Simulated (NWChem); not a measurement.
Electron attachment to Al (+1)

```
Al
```
Charge +1, spin multiplicity 1.

Everything below was run with NWChem.

Basis set: def2-TZVPD. −ε marks an orbital energy of the parent.

Order these methods by the vertical electron affinity they give, lowest first: −ε(LUMO) of HF, −ε(LUMO) of M06-2X, −ε(LUMO) of PBE, G0W0@PBE.

−ε(LUMO) of HF (5.29 eV), G0W0@PBE (6.01 eV), −ε(LUMO) of M06-2X (7.41 eV), −ε(LUMO) of PBE (9.05 eV)
